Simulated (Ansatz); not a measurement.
## α-N2

Level of theory: r²SCAN (PAW; Ansatz, a first-principles code).

Settings: plane-wave cutoff 600 eV, 4×4×4 k mesh, finite displacements, scalar-relativistic PAW data made under PBE.

Cell: relaxed at this level.

```json
{
 "high_frequency_dielectric_constant": "1.53"
}
```

Note: the cell comes from a level without a dispersion term, which matters for the spacing of layers, chains or molecules.

It cost about 6 core-minutes (a rough figure) of CPU time.
